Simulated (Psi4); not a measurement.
# CH4FSi− (SMILES C[SiH-]F): levels of theory compared

Aim: a comparison of 4 runs (PBE0/def2-SVP, BLYP/def2-TZVP, MP2/aug-cc-pVDZ, CCSD/6-31G**) of CH4FSi−. 

The calculation is run with Psi4 1.11.

3 further runs of the same task are left out: 3 set aside as unsound or not needed.

## Step 1: The structure to begin with

CH4FSi−: 7 atoms, total charge -1, spin state singlet. SMILES: `C[SiH-]F`. The shape is that of a GFN2-xTB optimisation.

Bond lengths: C1–Si2 1.920 Å, Si2–F3 1.726 Å, C1–H4 1.095 Å, C1–H5 1.096 Å, C1–H6 1.098 Å, Si2–H7 1.522 Å. Angles: C1–Si2–F3 98.7°, C1–Si2–H7 99.7°, F3–Si2–H7 94.5°, Si2–C1–H4 111.2°, Si2–C1–H5 109.2°, Si2–C1–H6 115.2°, H4–C1–H5 106.6°, H4–C1–H6 106.9°, H5–C1–H6 107.3°.

## Step 2: The energy at PBE0/def2-SVP (run 1)

Input file run.py:

```python
import psi4

psi4.set_memory(1600000000)
psi4.set_num_threads(1)
psi4.core.set_output_file('output.dat', False)

molecule = psi4.geometry("""
-1 1
C     -1.16974047     0.70821266    -0.55206459
Si     1.88141133    -1.25632772    -0.56929889
F      1.17004283    -3.29528552     1.87411699
H     -2.73783521    -0.33782634    -1.40527594
H     -0.89455855     2.40633945    -1.70453296
H     -1.80723958     1.33235140     1.32116423
H      3.55791966     0.44253606     1.03589117
units bohr
symmetry c1
""")

options = {'basis': 'def2-SVP', 'puream': True, 'e_convergence': 1e-09, 'd_convergence': 1e-08, 'scf_type': 'pk', 'dft_radial_points': 99, 'dft_spherical_points': 590}
psi4.set_options(options)

result, w = psi4.energy("pbe0", return_wfn=True)
psi4.oeprop(w, "WIBERG_LOWDIN_INDICES", "QUADRUPOLE", "DIPOLE")
print(f'total energy {result:.8f} hartree = {result * 27.211386:.5f} eV')
for k, v in sorted(psi4.core.scalar_variables().items()):
    print(f'{k:45s} {v:18.10f}')
```

Launch:

```
$ python run.py
```

output.dat:

```text
[...]
  Running in c1 symmetry.
[...]
  Nuclear repulsion =  103.448327198447288
[...]
  Multiplicity = 1
[...]
  Nalpha       = 17
  Nbeta        = 17
[...]
    Number of basis functions: 66
[...]
   @RKS iter   1:  -429.13650661232276   -4.11993e-01   1.10602e-02 DIIS/ADIIS
[...]
   @RKS iter  11:  -429.41587982107370   -2.10321e-12   3.11503e-09 DIIS
[...]
    Orbital Energies [Eh]
    ---------------------
    Doubly Occupied:
       1A    -65.996225     2A    -24.481237     3A    -10.018838
       4A     -5.082935     5A     -3.422603     6A     -3.419913
       7A     -3.416427     8A     -0.898681     9A     -0.509230
      10A     -0.285086    11A     -0.225897    12A     -0.220376
      13A     -0.181809    14A     -0.176566    15A     -0.156342
      16A     -0.087193    17A      0.035335
[...]
  @RKS Final Energy:  -429.41587982107370
   => Energetics <=
    Nuclear Repulsion Energy =            103.4483271984472879
    One-Electron Energy =                -808.0650112969206020
    Two-Electron Energy =                 304.1685271029182331
    DFT Exchange-Correlation Energy =     -28.9677228255185675
    Empirical Dispersion Energy =           0.0000000000000000
    VV10 Nonlocal Energy =                  0.0000000000000000
    Total Energy =                       -429.4158798210737018
[...]
 Multipole Moments:
 ------------------------------------------------------------------------------------
     Multipole            Electronic (a.u.)      Nuclear  (a.u.)        Total (a.u.)
 ------------------------------------------------------------------------------------
 L = 1.  Multiply by 2.5417464519 to convert [e a0] to [Debye]
 Dipole X            :          2.0837980           -2.8957647           -0.8119668
 Dipole Y            :         -5.3402988            5.5653634            0.2250646
 Dipole Z            :          1.9549188           -1.6076120            0.3473068
 Magnitude           :                                                    0.9113540
 L = 2.  Multiply by 1.3450342976 to convert [e a0^2] to [Debye ang]
 Quadrupole XX       :        -96.1047563           70.8549945          -25.2497618
 Quadrupole XY       :         42.9370063          -42.1264512            0.8105551
[...]
```

On the terminal:

```text
total energy -429.41587982 hartree = -11685.00126 eV
CURRENT ENERGY                                   -429.4158798211
CURRENT REFERENCE ENERGY                         -429.4158798211
DD SOLVATION ENERGY                                 0.0000000000
DFT FUNCTIONAL TOTAL ENERGY                      -429.4158798211
DFT TOTAL ENERGY                                 -429.4158798211
DFT VV10 ENERGY                                     0.0000000000
DFT XC ENERGY                                     -28.9677228255
GRID ELECTRONS ALPHA                               17.0000004317
GRID ELECTRONS BETA                                17.0000004317
GRID ELECTRONS TOTAL                               34.0000008633
NUCLEAR REPULSION ENERGY                          103.4483271984
ONE-ELECTRON ENERGY                              -808.0650112969
PCM POLARIZATION ENERGY                             0.0000000000
PE ENERGY                                           0.0000000000
SCF ITERATION ENERGY                             -429.4158798211
SCF ITERATIONS                                     11.0000000000
SCF TOTAL ENERGY                                 -429.4158798211
TWO-ELECTRON ENERGY                               304.1685271029
XC GRID RADIAL POINTS                              99.0000000000
XC GRID SPHERICAL POINTS                          590.0000000000
XC GRID TOTAL POINTS                           389930.0000000000
```

Run time: 16 s. Hardware: 1 thread of AMD EPYC 7R43 (Zen 3), shared host; peak memory 0.88 GiB.

## Step 3: Energy and gradient at BLYP/def2-TZVP (run 2)

Input file input.dat:

```
memory 1600 MB

molecule {
  -1 1
  C     -0.619000     0.374770    -0.292140
  Si     0.995600    -0.664820    -0.301260
  F      0.619160    -1.743790     0.991740
  H     -1.448800    -0.178770    -0.743640
  H     -0.473380     1.273380    -0.902000
  H     -0.956350     0.705050     0.699130
  H      1.882770     0.234180     0.548170
  symmetry c1
  no_reorient
  no_com
}

set basis def2-TZVP
set puream true
set e_convergence 1e-09
set d_convergence 1e-08
set scf_type pk
set dft_radial_points 99
set dft_spherical_points 590

gradient("blyp")
```

Launch:

```
$ psi4 -i input.dat -o output.dat -n 1
```

output.dat:

```text
[...]
  Running in c1 symmetry.
[...]
  Nuclear repulsion =  103.448327172703586
[...]
  Multiplicity = 1
[...]
  Nalpha       = 17
  Nbeta        = 17
[...]
    Number of basis functions: 123
[...]
   @RKS iter   1:  -429.33748511260791   -8.61367e-02   9.09470e-03 DIIS/ADIIS
[...]
   @RKS iter  13:  -429.93320301258643    5.68434e-14   3.27716e-09 DIIS
[...]
    Orbital Energies [Eh]
    ---------------------
    Doubly Occupied:
       1A    -65.224338     2A    -24.014574     3A     -9.693496
       4A     -4.806675     5A     -3.227547     6A     -3.224233
       7A     -3.220612     8A     -0.805877     9A     -0.428046
      10A     -0.225285    11A     -0.171356    12A     -0.165864
      13A     -0.129799    14A     -0.122644    15A     -0.105916
      16A     -0.045105    17A      0.064183
[...]
  @RKS Final Energy:  -429.93320301258643
   => Energetics <=
    Nuclear Repulsion Energy =            103.4483271727035856
    One-Electron Energy =                -808.1163524479782154
    Two-Electron Energy =                 313.2364328489381364
    DFT Exchange-Correlation Energy =     -38.5016105862498890
    Empirical Dispersion Energy =           0.0000000000000000
    VV10 Nonlocal Energy =                  0.0000000000000000
    Total Energy =                       -429.9332030125864321
[...]
 Multipole Moments:
 ------------------------------------------------------------------------------------
     Multipole            Electronic (a.u.)      Nuclear  (a.u.)        Total (a.u.)
 ------------------------------------------------------------------------------------
 L = 1.  Multiply by 2.5417464519 to convert [e a0] to [Debye]
 Dipole X            :        -29.6470067           27.9699876           -1.6770191
 Dipole Y            :         40.7165065          -39.1534813            1.5630253
 Dipole Z            :         -4.6793920            4.8317273            0.1523353
 Magnitude           :                                                    2.2975307
[...]
  -Total Gradient:
     Atom            X                  Y                   Z
    ------   -----------------  -----------------  -----------------
       1        0.007013582382    -0.007317991340    -0.004370275314
       2       -0.009815588354     0.018241943323     0.011178135037
       3        0.002903471815     0.003977111676    -0.002849668574
       4        0.002693987018     0.003093035422     0.002708253266
       5       -0.000579699897    -0.005016352668     0.003948104960
       6        0.001432645424    -0.001493490046    -0.005298328507
       7       -0.003718849300    -0.011449216347    -0.005317748331
[...]
```

Wall time 51 s (1 thread of AMD EPYC 7R43 (Zen 3), shared host); peak memory 0.79 GiB.

Run 3 isn't shown in full; the table further down has it.

## Step 4: A single-point energy at CCSD/6-31G(d,p) (spherical functions) (run 4)

Input file ch4fsi.json:

```json
{
 "schema_name": "qcschema_input",
 "schema_version": 1,
 "molecule": {
  "schema_name": "qcschema_molecule",
  "schema_version": 2,
  "symbols": ["C", "Si", "F", "H", "H", "H", "H"],
  "geometry": [-1.16974047, 0.70821266, -0.55206459, 1.88141133, -1.25632772, -0.56929889, 1.17004283, -3.29528552, 1.87411699, -2.73783521, -0.33782634, -1.40527594, -0.89455855, 2.40633945, -1.70453296, -1.80723958, 1.3323514, 1.32116423, 3.55791966, 0.44253606, 1.03589117],
  "molecular_charge": -1,
  "molecular_multiplicity": 1,
  "fix_symmetry": "c1"
 },
 "driver": "energy",
 "model": {
  "method": "ccsd",
  "basis": "6-31G**"
 },
 "keywords": {
  "puream": true,
  "e_convergence": 1e-09,
  "d_convergence": 1e-08,
  "scf_type": "pk",
  "num_frozen_docc": 7
 }
}
```

Launch:

```
$ psi4 --qcschema ch4fsi.json -n 1 --memory 1600MB
```

stdout:

```text
[...]
  Running in c1 symmetry.
[...]
  Nuclear repulsion =  103.448327198447288
[...]
  Multiplicity = 1
[...]
  Nalpha       = 17
  Nbeta        = 17
[...]
    Number of basis functions: 66
[...]
   @RHF iter   1:  -428.46025036794072   -9.47216e-01   6.71814e-03 DIIS/ADIIS
[...]
   @RHF iter  11:  -428.56907613953524   -1.87583e-11   8.32850e-09 DIIS
[...]
    Orbital Energies [Eh]
    ---------------------
    Doubly Occupied:
       1A    -68.529052     2A    -25.998364     3A    -11.008487
       4A     -5.880874     5A     -3.986082     6A     -3.985323
       7A     -3.983738     8A     -1.282838     9A     -0.741861
      10A     -0.469407    11A     -0.384667    12A     -0.381046
      13A     -0.357172    14A     -0.352789    15A     -0.317917
      16A     -0.212773    17A     -0.050450
[...]
  @RHF Final Energy:  -428.56907613953524
   => Energetics <=
    Nuclear Repulsion Energy =            103.4483271984472879
    One-Electron Energy =                -808.1891256937151411
    Two-Electron Energy =                 276.1717223557326406
    Total Energy =                       -428.5690761395352411
[...]
 Multipole Moments:
 ------------------------------------------------------------------------------------
     Multipole            Electronic (a.u.)      Nuclear  (a.u.)        Total (a.u.)
 ------------------------------------------------------------------------------------
 L = 1.  Multiply by 2.5417464519 to convert [e a0] to [Debye]
 Dipole X            :          2.0750439           -2.8957647           -0.8207208
 Dipole Y            :         -5.1907988            5.5653634            0.3745646
 Dipole Z            :          1.9462900           -1.6076120            0.3386780
 Magnitude           :                                                    0.9636307
[...]
      * MP2 total energy                      = -428.982647171680640
[...]
      * CCSD total energy                     = -429.015927943447764
[...]
```

The result, in JSON:

```text
{
 "driver": "energy",
 "model": {
  "method": "ccsd",
  "basis": "6-31G**"
 },
 "success": true,
 "return_result": -429.01592794344776,
 "properties": {
  "calcinfo_nbasis": 66,
  "calcinfo_nmo": 66,
  "calcinfo_nalpha": 17,
  "calcinfo_nbeta": 17,
  "calcinfo_natom": 7,
  "nuclear_repulsion_energy": 103.44832719844729,
  "return_energy": -429.01592794344776,
  "scf_one_electron_energy": -808.1891256937151,
  "scf_two_electron_energy": 276.17172235573264,
  "scf_dipole_moment": [-0.8207207889647656, 0.37456464265105804, 0.33867795384855115],
  "scf_total_energy": -428.56907613953524,
  "scf_iterations": 11,
  "mp2_same_spin_correlation_energy": -0.09652007584617595,
  "mp2_opposite_spin_correlation_energy": -0.31705095629954355,
  "mp2_singles_energy": -9.416080461821835e-29,
  "mp2_doubles_energy": -0.4135710321457195,
  "mp2_correlation_energy": -0.4135710321457195,
  "mp2_total_energy": -428.98264717168064,
  "ccsd_same_spin_correlation_energy": -0.08850084795238511,
  "ccsd_opposite_spin_correlation_energy": -0.3583509559605062,
  "ccsd_singles_energy": 0.0,
  "ccsd_doubles_energy": -0.4468518039128913,
  "ccsd_correlation_energy": -0.44685180391289125,
  "ccsd_total_energy": -429.01592794344776,
  "ccsd_iterations": 17
 }
}
```

Run time: 16 s. Hardware: 1 thread of AMD EPYC 7R43 (Zen 3), shared host; peak memory 0.31 GiB.

## Step 5: Overview of the runs

| run | level | task | frozen core orbitals | energy (Eh) | HOMO energy (eV) | LUMO energy (eV) | HOMO–LUMO gap (eV) | wall time |
| --- | --- | --- | --- | --- | --- | --- | --- | --- |
| 1 | PBE0/def2-SVP | energy | 0 | -429.415880 | 0.96 | 6.56 | 5.60 | 16 s |
| 2 | BLYP/def2-TZVP | gradient | 0 | -429.933203 | 1.75 | 4.86 | 3.11 | 51 s |
| 3 | MP2/aug-cc-pVDZ | energy | 7 | -429.092445 | -1.83 | 3.97 | 5.80 | 20 s |
| 4 | CCSD/6-31G** (spherical functions) | energy | 7 | -429.015928 | -1.37 | 9.59 | 10.96 | 16 s |

## Step 6: Summary of results

```
                                                    quantity          value
                                         run 4: total energy  -429.01593 Eh
                  run 4: HOMO energy (Hartree–Fock orbitals)       -1.37 eV
                  run 4: LUMO energy (Hartree–Fock orbitals)        9.59 eV
run 4: HOMO–LUMO gap (to an unbound level, set by the basis)       10.96 eV
          run 4: correlation energy (7 core orbitals frozen)     -446.9 mEh
                                        run 4: T1 diagnostic          0.011
```

In words: Totals of different functionals can't be ranked against each other. In runs 1, 2 the HOMO lies above zero, so the outermost electron may be held by the basis alone. All runs together took 1.7 min, the longest 51 s.
